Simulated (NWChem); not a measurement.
# C3H4Cl (SMILES C=C[CH]Cl) at 4 levels

Aim: a comparison of 4 runs (UHF/STO-3G, UHF/3-21G, UB3LYP/6-31G*) of C3H4Cl. 

The results are computed with NWChem 7.3.0.

## (1) The structure to begin with

C3H4Cl has 8 atoms, charge 0, and is taken as a doublet. As SMILES, `C=C[CH]Cl`. The coordinates come from a GFN2-xTB relaxation.

Bond lengths: C1–C2 1.364 Å, C2–C3 1.382 Å, C3–Cl4 1.702 Å, C1–H5 1.076 Å, C1–H6 1.074 Å, C2–H7 1.083 Å, C3–H8 1.077 Å. Angles: C1–C2–C3 126.2°, C2–C3–Cl4 122.8°, C1–C2–H7 118.8°, C3–C2–H7 115.0°, C2–C1–H5 121.2°, C2–C1–H6 121.2°, C2–C3–H8 122.7°, Cl4–C3–H8 114.6°, H5–C1–H6 117.6°.

## (2) Energy and gradient at UHF/STO-3G (run 1)

Input file c3h4cl.nw:

```
start c3h4cl
title "C3H4Cl hf"
memory total 2200 mb

geometry units angstroms noautosym nocenter noautoz
  C     -0.151670     1.225100    -0.144580
  C      0.222910     0.074150     0.483970
  C      0.078470    -1.208570    -0.009130
  Cl    -0.615010    -1.539150    -1.527420
  H     -0.609550     1.204830    -1.117930
  H     -0.001890     2.184300     0.314890
  H      0.681840     0.139900     1.462430
  H      0.394900    -2.080560     0.537770
end

basis spherical bse
  C library STO-3G
  Cl library STO-3G
  H library STO-3G
end

scf
  doublet
  uhf
  thresh 1e-08
  maxiter 80
end

task scf gradient
```

Run with:

```bash
$ nwchem c3h4cl.nw > c3h4cl.out
```

What it wrote:

```text
[...]
  functions       =    28
[...]
  wavefunction    = UHF
[...]
         Total SCF energy =   -569.053221189089
      One electron energy =  -1061.029396253545
      Two electron energy =    352.452871721936
 Nuclear repulsion energy =    139.523303342520
                       Sz =      0.5000
                 Sz(Sz+1) =      0.7500
                      S^2 =      1.0473
[...]
                         UHF ENERGY GRADIENTS
    atom               coordinates                        gradient
                 x          y          z           x          y          z
   1 C      -0.286615   2.315103  -0.273217    0.009943  -0.028151   0.016807
   2 C       0.421239   0.140123   0.914571   -0.014727   0.005506  -0.029944
   3 C       0.148287  -2.283866  -0.017253   -0.016498   0.013167  -0.033188
   4 Cl     -1.162200  -2.908572  -2.886405    0.022814   0.011747   0.050047
   5 H      -1.151882   2.276799  -2.112581    0.002090  -0.000775   0.004291
   6 H      -0.003572   4.127728   0.595056   -0.000824  -0.005613  -0.002441
   7 H       1.288491   0.264373   2.763592   -0.000530  -0.000479  -0.001503
   8 H       0.746253  -3.931688   1.016238   -0.002268   0.004599  -0.004069
[...]
```

Run time: 4.2 s. Hardware: 1 thread of AMD EPYC 7R43 (Zen 3), shared host; peak memory 0.092 GiB.

## (3) Energy and forces at UHF/3-21G (run 2)

Input file input.xyz:

```xyz
8
C3H4Cl
C     -0.151670     1.225100    -0.144580
C      0.222910     0.074150     0.483970
C      0.078470    -1.208570    -0.009130
Cl    -0.615010    -1.539150    -1.527420
H     -0.609550     1.204830    -1.117930
H     -0.001890     2.184300     0.314890
H      0.681840     0.139900     1.462430
H      0.394900    -2.080560     0.537770
```

Input file input.nw:

```
START input
TITLE "C3H4Cl"
memory stack 880 mb heap 220 mb global 1100 mb

GEOMETRY units angstrom noautosym nocenter noautoz
 load input.xyz
END

BASIS "ao basis" spherical bse
 * library 3-21G
END

SCF
 nopen 1
 uhf
 thresh 1e-08
 maxiter 80
 print medium
END

TASK scf gradient
```

Run with:

```bash
$ nwchem input.nw > input.out
```

What it wrote:

```text
[...]
  functions       =    48
[...]
  wavefunction    = UHF
[...]
         Total SCF energy =   -572.530714615464
      One electron energy =  -1064.139650912567
      Two electron energy =    352.085632954582
 Nuclear repulsion energy =    139.523303342520
                       Sz =      0.5000
                 Sz(Sz+1) =      0.7500
                      S^2 =      0.9600
[...]
                         UHF ENERGY GRADIENTS
    atom               coordinates                        gradient
                 x          y          z           x          y          z
   1 C      -0.286615   2.315103  -0.273217    0.005893  -0.015973   0.009872
   2 C       0.421239   0.140123   0.914571   -0.007749   0.010966  -0.014223
   3 C       0.148287  -2.283866  -0.017253   -0.024422  -0.001131  -0.052169
   4 Cl     -1.162200  -2.908572  -2.886405    0.022916   0.011506   0.050242
   5 H      -1.151882   2.276799  -2.112581   -0.001288  -0.000949  -0.002866
   6 H      -0.003572   4.127728   0.595056    0.000135   0.001876   0.000706
   7 H       1.288491   0.264373   2.763592    0.002527   0.000204   0.005050
   8 H       0.746253  -3.931688   1.016238    0.001988  -0.006499   0.003388
[...]
```

Run time: 6 s. Hardware: 1 thread of AMD EPYC 7R43 (Zen 3), shared host; peak memory 0.094 GiB.

Run 3 isn't shown in full; the table further down has it.

## (4) Energy and gradient at UB3LYP/6-31G(d) (Cartesian functions) (run 4)

Input file nw.nw:

```
start nw
title "C3H4Cl"
memory total 2200 mb
geometry noautosym nocenter noautoz
  C    -0.151670    1.225100   -0.144580
  C     0.222910    0.074150    0.483970
  C     0.078470   -1.208570   -0.009130
  Cl   -0.615010   -1.539150   -1.527420
  H    -0.609550    1.204830   -1.117930
  H    -0.001890    2.184300    0.314890
  H     0.681840    0.139900    1.462430
  H     0.394900   -2.080560    0.537770
end
basis
  * library 6-31G*
end
dft
  xc b3lyp
  mult 2
  grid xfine
  convergence energy 1e-08
  iterations 100
  mulliken
  print medium
end
task dft gradient
```

Run with:

```bash
$ nwchem nw.nw > nw.out
```

What it wrote:

```text
[...]
          Wavefunction type:  spin polarized.
          No. of atoms     :     8
          No. of electrons :    39
[...]
          Charge           :     0
          Spin multiplicity:     2
[...]
          AO basis - number of functions:    72
[...]
              XC Information
              --------------
                         B3LYP Method XC Potential
                     Hartree-Fock (Exact) Exchange  0.200
                        Slater Exchange Functional  0.800 local
                    Becke 1988 Exchange Functional  0.720 non-local
              Lee-Yang-Parr Correlation Functional  0.810
                  VWN I RPA Correlation Functional  0.190 local
[...]
 d= 0,ls=0.0,diis     1   -576.7977282306 -7.16D+02  6.93D-03  1.60D-01     5.1
[...]
 d= 0,ls=0.0,diis    13   -576.8585084798 -2.56D-10  2.06D-07  3.85D-11    71.1
[...]
         Total DFT energy =     -576.858508479794
      One electron energy =    -1068.163492322970
           Coulomb energy =      397.790911360051
    Exchange-Corr. energy =      -46.009230859395
 Nuclear repulsion energy =      139.523303342520
[...]
      Total Density - Mulliken Population Analysis
     ---------------------------------------------
    Atom       Charge   Shell Charges
 -----------   ------   -------------------------------------------------------
    1 C    6     6.34   1.99  0.70  2.06  0.59  0.98  0.01
    2 C    6     6.03   1.99  0.71  2.09  0.46  0.77  0.01
    3 C    6     6.28   1.99  0.71  2.01  0.59  0.95  0.02
    4 Cl  17    17.00   2.00  1.99  5.97  1.46  3.62  0.52  1.44 -0.01
    5 H    1     0.83   0.53  0.31
    6 H    1     0.85   0.53  0.32
    7 H    1     0.85   0.53  0.32
    8 H    1     0.81   0.53  0.29
[...]
      <S2> =      0.7776 (Exact =     0.7500)
[...]
  wavefunction    = open shell
                         DFT ENERGY GRADIENTS
    atom               coordinates                        gradient
                 x          y          z           x          y          z
   1 C      -0.286615   2.315103  -0.273217    0.002044  -0.007520   0.003025
   2 C       0.421239   0.140123   0.914571   -0.002430   0.003138  -0.004237
   3 C       0.148287  -2.283866  -0.017253   -0.005105   0.001981  -0.010673
   4 Cl     -1.162200  -2.908572  -2.886405    0.006879   0.005580   0.015377
   5 H      -1.151882   2.276799  -2.112581    0.002747  -0.000741   0.005703
   6 H      -0.003572   4.127728   0.595056   -0.001100  -0.006659  -0.003188
   7 H       1.288491   0.264373   2.763592   -0.001966   0.000242  -0.004387
   8 H       0.746253  -3.931688   1.016238   -0.001070   0.003979  -0.001621
[...]
```

Wall time 80 s (1 thread of AMD EPYC 7R43 (Zen 3), shared host); peak memory 0.14 GiB.

## (5) The series

| run | level | iteration cap | module | energy (Eh) | dipole moment (D) | HOMO energy (eV) | LUMO energy (eV) | wall time |
| --- | --- | --- | --- | --- | --- | --- | --- | --- |
| 1 | UHF/STO-3G | 80 | scf | -569.053221 | 1.94 | -8.25 | 6.67 | 4.2 s |
| 2 | UHF/3-21G | 80 | scf | -572.530715 | 1.93 | -9.29 | 2.86 | 6 s |
| 3 | UB3LYP/6-31G* (spherical functions) | 100 | dft | -576.852726 | – | – | – | 98 s |
| 4 | UB3LYP/6-31G* (Cartesian functions) | 100 | dft | -576.858508 | 1.33 | -5.34 | -2.20 | 80 s |

## (6) Results

| quantity | value |
| --- | --- |
| run 4: total energy | -576.85851 Eh |
| run 4: dipole moment | 1.33 D |
| run 4: HOMO energy (highest over α and β) | -5.34 eV |
| run 4: LUMO energy (lowest over α and β) | -2.20 eV |
| run 4: ⟨S²⟩ | 0.778 |
| run 4: largest force on an atom | 0.913 eV/Å |

Over runs 1, 2, 4 the dipole moment (its size) runs from 1.33 D (UB3LYP/6-31G*) to 1.94 D (UHF/STO-3G). The two ends differ in method and basis. In run 1 the basis is minimal, so the values are rough. Spin contamination of the reference: run 1 ⟨S²⟩ = 1.05, run 2 ⟨S²⟩ = 0.96. All runs together took 3.1 min, the longest 98 s.
